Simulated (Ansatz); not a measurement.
A made-up structure of CH₄BS, doublet:

```json
{"atom": "C1", "x (Å)": "0.1330", "y (Å)": "0.2481", "z (Å)": "0.6622"}
{"atom": "B2", "x (Å)": "-0.7045", "y (Å)": "0.4289", "z (Å)": "-0.5878"}
{"atom": "S3", "x (Å)": "1.3741", "y (Å)": "-1.0272", "z (Å)": "0.8266"}
{"atom": "H4", "x (Å)": "-0.6029", "y (Å)": "-0.2389", "z (Å)": "-1.5184"}
{"atom": "H5", "x (Å)": "-1.5003", "y (Å)": "1.2539", "z (Å)": "-0.6808"}
{"atom": "H6", "x (Å)": "0.0328", "y (Å)": "0.8685", "z (Å)": "1.5159"}
{"atom": "H7", "x (Å)": "1.2417", "y (Å)": "-1.6026", "z (Å)": "-0.3823"}
```

It is relaxed with PBE-D4/def2-SVP and then PBE0-D4/def2-TZVP (Ansatz 0.2.0). Atoms count as bonded within 1.22 times the sum of their covalent radii (H–H: 0.88 Å). The end point is not checked to be a true minimum.

Problem. Does its bonding change? (A judgement: the text doesn't fix the answer.)

Solution. The calculation gives: No: no bond forms or breaks.

Where it ends: The first stage lowers the energy by 0.25 eV in 6 steps. It ends as CH₄BS ([BH2][CH][SH]):
```csv
atom,x (Å),y (Å),z (Å)
C1,0.1421,0.2199,0.6320
B2,-0.7004,0.4181,-0.5981
S3,1.3291,-0.9756,0.8301
H4,-0.5504,-0.3104,-1.5402
H5,-1.5117,1.2956,-0.6326
H6,0.0629,0.8391,1.5223
H7,1.2024,-1.5561,-0.3781
```

Labels in which every atom is bracketed show which atoms are joined, not bond orders.

For scale, one of the runs: PBE0-D4/def2-TZVP relaxation, 123 basis functions, launched by `ansatz run in.yaml --threads 2 --pin off --events-out ev --progress --plain --max-ram 4352MiB`. The run took about 16 s on 2 CPU threads of an Arm Neoverse V2 (shared host).
